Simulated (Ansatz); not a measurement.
**BN (charge +1): composite energy at a relaxed geometry, by script**

Aim: a composite energy at a relaxed geometry, for BN (charge +1), run from a script.

Program: the Python package of Ansatz 0.2.0. The levels of theory stand in the script. These are calculated values, not measurements.

### Step 1. The structure

Bond lengths: B1–N2 1.570 Å.

No structure file is read: the coordinates are typed or built in the script.

### Step 2. Script

run_composite.py

```python
import itertools

import ansatz
from ase import Atoms
from ase.data import atomic_numbers, covalent_radii
import numpy as np


def main() -> None:
    atoms = Atoms(["B", "N"], positions=[
        (0.0, 0.0, 0.0),
        (0.0, 0.0, 1.57),
    ])
    molecule = ansatz.Crystal.molecule_from_ase(atoms)

    calc = (
        molecule.calculation()
        .basis(gaussian="def2-SVP")
        .functional("pbe0")
        .charge(1)
        .spin("collinear", total=3)
    )
    symbols = [site.symbol for site in molecule.cartesian_sites]
    start = np.array([site.position_ang for site in molecule.cartesian_sites], dtype=float)
    summary = calc.relax(force_tolerance=0.01, max_steps=100).run().report
    end = np.array(summary["positions_ang"])
    radius = [covalent_radii[atomic_numbers[s]] for s in symbols]
    span = lambda where, i, j: np.linalg.norm(where[i] - where[j])
    bonded = [(i, j) for i, j in itertools.combinations(range(len(symbols)), 2) if min(span(start, i, j), span(end, i, j)) < 1.2 * (radius[i] + radius[j])]
    print("pair        before    after (A)")
    for i, j in bonded:
        print(f"{symbols[i]}{i}-{symbols[j]}{j}".ljust(10), f"{span(start, i, j):8.4f} {span(end, i, j):8.4f}")

    minimum = ansatz.Crystal.molecule()
    for symbol, place in zip(symbols, end):
        minimum = minimum.atom(symbol, place.tolist())
    at_minimum = minimum.calculation().charge(1).spin("collinear", total=3)
    level = lambda method, basis: at_minimum.basis(gaussian=basis).correlation(method).run().report
    small, large, cluster = level("mp2", "cc-pVDZ"), level("mp2", "cc-pVTZ"), level("ccsd_t", "cc-pVDZ")
    corr = lambda each: (each["free_energy_ev"] - each["reference_energy_ev"]) / 27.211386246
    mp2_limit = (27 * corr(large) - 8 * corr(small)) / 19
    pieces = {"HF / cc-pVTZ": large["reference_energy_ev"] / 27.211386246, "MP2 correlation, DZ-TZ limit": mp2_limit, "CCSD(T) - MP2 / cc-pVDZ": corr(cluster) - corr(small)}
    for name, value in pieces.items():
        print(f"{name:32s} {value:14.6f} Ha")
    print(f"{'sum':32s} {sum(pieces.values()):14.6f} Ha")
    print("T1 diagnostic", round(cluster["correlation"]["coupled_cluster"]["t1_diagnostic"], 4))


if __name__ == "__main__":
    main()
```

### Step 3. The calls as engine input

The package turns the script's settings into the engine's input (first run):

```yaml
crystal:
  periodic: [false, false, false]
  atoms:
    - { symbol: B, position_ang: [0.0, 0.0, 0.0] }
    - { symbol: "N", position_ang: [0.0, 0.0, 1.57] }
basis:
  gaussian:
    orbitals: def2-SVP
hamiltonian:
  xc: pbe0
magnetization:
  spin_polarized: true
  initial_magnetization: 3.0
total_charge: 1.0
relax:
  f_tol: 0.01
  max_steps: 100
```

### Step 4. The run

Command:

```
> python run_composite.py
```

**Question.** What results will this script give? Wanted: T1 diagnostic; composite energy.

**Answer**, as computed:

| quantity | value |
| --- | --- |
| T1 diagnostic | 0.0356 |
| composite energy | -78.869400 Ha |
| runs compared | 3 |

**Reading.** All 3 runs converged, in 31 to 167 cycles. A T1 diagnostic under about 0.02 supports a single-reference treatment; this one lies above (open shells tolerate somewhat more). Run 0: After 4 moves the largest shift is 0.069 Å. What to keep in mind:
- The sum leaves out core correlation, relativity, the Hartree-Fock basis error and zero-point energy; a DZ-TZ extrapolation is rough.
- The species is open-shell (spin multiplicity 4).
- Inner cores stay frozen, so this is valence correlation.
- The spin state was assumed, and another may lie lower.
